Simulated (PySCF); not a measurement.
C₃H₉P.
Structure used (PBE0-D3(BJ)/def2-SVP), in Å, numbered top down from 1:
```xyz
13
C3H9P angstrom
C     -0.4996    1.5176    0.3906
P     -0.1545   -0.2029    0.9776
C      1.5629   -0.4045    0.3192
C     -1.0833   -1.1493   -0.3130
H     -0.2742    1.6532   -0.6804
H      0.1022    2.2321    0.9729
H     -1.5596    1.7588    0.5634
H      1.6397   -0.1464   -0.7503
H      1.8887   -1.4469    0.4569
H      2.2525    0.2364    0.8895
H     -0.8233   -0.8344   -1.3377
H     -0.8698   -2.2238   -0.2069
H     -2.1648   -1.0095   -0.1626
```

The closed-shell ground state was solved at several levels (PySCF, density fitting, gas phase, non-relativistic).

| level | basis functions | HOMO (eV) | LUMO (eV) | gap (eV) | dipole (D) |
| --- | --- | --- | --- | --- | --- |
| PBE0/pcSseg-0 | 58 | -6.37 | 2.02 | 8.39 | 1.40 |
| PBE0/IGLO-III | 239 | -6.33 | 0.76 | 7.09 | 1.12 |
| PBE0/aug-cc-pVDZ | 177 | -6.36 | -0.06 | 6.30 | 1.29 |
| PBE0/cc-pVDZ | 105 | -6.24 | 1.77 | 8.01 | 1.20 |

Estimate the row for PBE0/cc-pVTZ, a basis of 250 functions; the other rows only guide the guess.

HOMO -6.34 eV, LUMO 1.18 eV, gap 7.52 eV, dipole 1.24 D.

Over all these levels, which gives the widest orbital gap and which the narrowest?

PBE0/pcSseg-0 has the widest, 8.39 eV, and PBE0/aug-cc-pVDZ the narrowest, 6.30 eV. From the narrowest to the widest the HOMO moves by -0.01 eV and the LUMO by +2.08 eV.

How much does the basis alone move the frontier levels among the 5 PBE0 rows (the withheld one included)?

The HOMO by 0.13 eV and the LUMO by 2.08 eV. By rising basis size (HOMO, LUMO in eV): pcSseg-0 -6.37, 2.02; cc-pVDZ -6.24, 1.77; aug-cc-pVDZ -6.36, -0.06; IGLO-III -6.33, 0.76; cc-pVTZ -6.34, 1.18.

How far do the dipole and the HOMO energy spread over the levels?

The dipole runs from 1.12 to 1.40 D (mean 1.25 D) and the HOMO from -6.37 to -6.24 eV.
